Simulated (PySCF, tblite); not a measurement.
# H₈N₂O, a solvent cluster: NMR shifts, interaction energy, spin-spin couplings and core binding energies

Aim: the NMR shifts, interaction energy, spin-spin couplings and core binding energies of `O` with 2 × `N`.

Programs: tblite 0.8.0 and PySCF 2.14.0. All values are calculated, for the isolated system unless a continuum is named. Atoms count from 0, parts from 1.

## 1. Starting point

11 atoms, charge 0, multiplicity 1; geometry: rigid parts in contact. Parts: 1 = atoms 0–2, `O`, charge 0; 2 = atoms 3–6, `N`, charge 0; 3 = atoms 7–10, `N`, charge 0.

## 2. Bringing the parts together with GFN2-xTB

What the job is given:

```
{"job": {"kind": "dock", "xc": "GFN2-xTB", "basis": "xTB"}, "charge": 0, "multiplicity": 1, "parts": [{"atoms": "0-2", "charge": 0, "multiplicity": 1}, {"atoms": "3-6", "charge": 0, "multiplicity": 1}, {"atoms": "7-10", "charge": 0, "multiplicity": 1}]}
O      0.028949     0.232340    -0.129105
H     -0.653951    -0.414872     0.056470
H      0.870052    -0.185692     0.056203
N     -2.296146     2.201480     0.252715
H     -2.170238     2.965835    -0.404026
H     -1.361862     1.909188     0.522744
H     -2.681564     1.419562    -0.267076
N     -3.251402     1.659691     3.207206
H     -2.928425     1.858286     2.264268
H     -4.228189     1.391580     3.154624
H     -3.200670     2.531000     3.721976
```

Level: GFN2-xTB search for minima from random contacts, gas phase.

On the command line:

```console
OMP_NUM_THREADS=1 python cluster_run.py task.json out
```

The driver reads the jobs from task.json and runs them one after another.

**Question.** The jobs that follow are: PBE0-D3(BJ)/def2-TZVPD geometry optimisation, gas phase; GIAO PBE0/pcSseg-2 NMR shielding, non-relativistic, gas phase; wB97M-D3(BJ)/def2-TZVPD interaction energy, counterpoise and uncorrected, gas phase; PBE0-D3(BJ)/def2-TZVPD interaction energy, counterpoise and uncorrected, gas phase; MP2/def2-TZVPD interaction energy, counterpoise and uncorrected, gas phase; B3LYP/pcJ-1 indirect spin-spin coupling, non-relativistic, gas phase; delta-SCF UKS SCAN, pcX-2 on the ionised atom, pcseg-1 elsewhere, spin-free X2C. Predict: binding energy (GFN2-xTB); point group; rotational constants (main isotopes); shieldings of H (PBE0/pcSseg-2); largest proton shift on binding; interaction energy, counterpoise (wB97M-D3(BJ)/def2-TZVPD); superposition error; binding energy (with deformation); largest coupling of the table (B3LYP/pcJ-1); N1s binding energies, SCAN/pcX-2; O1s binding energies, SCAN/pcX-2.

**Answer**, as computed:

```
                                                   quantity                                                                                 value
                                  binding energy (GFN2-xTB)                                                                       -11.05 kcal/mol
                                                point group                                                                                    C1
                       rotational constants (main isotopes)                                                                  6.67, 5.37, 3.09 GHz
                            shieldings of H (PBE0/pcSseg-2)  H1 24.4, H8 27.4, H5 28.9, H2 31.2, H9 31.2, H10 31.3, H6 31.5, H4 31.6 ppm and more
                            largest proton shift on binding                                                                         H1, +6.53 ppm
 interaction energy, counterpoise (wB97M-D3(BJ)/def2-TZVPD)                                                                       -14.10 kcal/mol
                                        superposition error                                                                         0.42 kcal/mol
                          binding energy (with deformation)                                                                       -13.63 kcal/mol
                largest coupling of the table (B3LYP/pcJ-1)                                                               1J(O,H) O0–H1, -76.1 Hz
                           N1s binding energies, SCAN/pcX-2                                                               N7 405.12, N3 405.03 eV
                           O1s binding energies, SCAN/pcX-2                                                                          O0 538.03 eV
range of the interaction energy over the runs of this table                                                             -15.21 to -12.80 kcal/mol
```

**Reading.** At its xTB geometry the search ends with the contact H1···N7 (hydrogen bond, 1.84 Å); 6 starts can't prove it the lowest minimum. Further contacts there: H8···N3 (hydrogen bond, 2.06 Å), H5···O0 (hydrogen bond, 2.14 Å). A later relaxation moves these distances. Relaxing lowered the energy by 0.146 eV in 7 steps; the close pair that moved most is O0–H2, from 0.915 to 0.959 Å. At PBE0/pcSseg-2: The widest tensor belongs to O0: span 84 ppm, with a paramagnetic part of -81 ppm. On binding (GIAO PBE0/pcSseg-2 NMR shielding, non-relativistic, gas phase), H1 moves most among the protons, 6.53 ppm downfield. The attractive terms split as electrostatic 65 %, orbital 29 %, dispersion 6 %, against 25.70 kcal/mol of Pauli repulsion. Pairs sum to -12.22 kcal/mol; the many-body rest, -1.88, is cooperative. In the run at B3LYP/pcJ-1, the largest coupling of the table is O0–H1, -76.1 Hz, of which the Fermi-contact term gives -68.1 Hz. The N1s levels kept as sound span 0.10 eV, from N3 (nitrogen bonded to 3 H) up to N7 (nitrogen bonded to 3 H). Binding moves the O1s level of O0 by -1.73 eV. The interaction energy runs from -15.21 (PBE0-D3(BJ)/def2-TZVPD) to -12.80 kcal/mol (MP2/def2-TZVPD).
